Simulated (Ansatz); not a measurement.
in.yaml

```yaml
crystal:
  periodic: [false, false, false]
  atoms:
    - {symbol: Si, position_ang: [0.000000, 0.000000, 0.430379]}
    - {symbol: Mg, position_ang: [0.000000, 0.000000, -2.827290]}
    - {symbol: H, position_ang: [0.000000, 0.000000, 2.396911]}
basis:
  gaussian: {orbitals: "6-31G*"}
magnetization: {spin_polarized: false, initial_magnetization: 3}
correlation: {active_space: {window: {electrons: 5, orbitals: 5}}}
output: {forces: true}
```

```sh
$ ansatz run in.yaml --threads 1 --pin off --events-out ev --progress --plain --max-ram 2393MiB
```

Output:

```
334 factors; integrals over basis functions are off by at most 6.2e-4 eV
mean field evaluation 1: about -13304.2446 eV, gradient 5.6e0 eV
mean field evaluation 2: about -13304.2617 eV, gradient 5.6e0 eV
mean field evaluation 4: about -13304.7436 eV, gradient 1.9e0 eV
mean field evaluation 8: about -13304.8272 eV, gradient 4.9e-1 eV
mean field evaluation 16: about -13304.8761 eV, gradient 4.3e-3 eV
mean field evaluation 32: about -13304.8408 eV, gradient 7.1e-1 eV
mean field -13304.87610077 eV, -488.9451783344 hartree, gradient 9.8e-7 eV, S^2 3.750000; 4 other end points of the search recorded, 0 dependent functions left out
reference -13304.87610077 eV, -488.9451783344 hartree; 15, 12 occupied and 25, 28 virtual orbitals, 334 factors
state -13305.64519638 eV, -488.9734420766 hartree
the calculation of the forces begins
Total energy: -13305.64519638 eV, -488.9734420766 hartree
Atom 0 at     0.000000     0.000000     0.430379 Å, force     0.000000     0.000000     0.712161 eV/Å
Atom 1 at     0.000000     0.000000    -2.827290 Å, force     0.000000    -0.000000     1.584728 eV/Å
Atom 2 at     0.000000     0.000000     2.396911 Å, force     0.000000    -0.000000    -2.296890 eV/Å
Dipole moment:    -0.000000    -0.000000    -1.583413 e Å
```

Forces (eV/Å):
```
Si   0.000  0.000  0.712
Mg   0.000  0.000  1.585
H    0.000  0.000 -2.297
```

Ran on 1 thread of Arm Neoverse V1, shared host: 0.78 s wall, 0.19 GiB peak host memory.
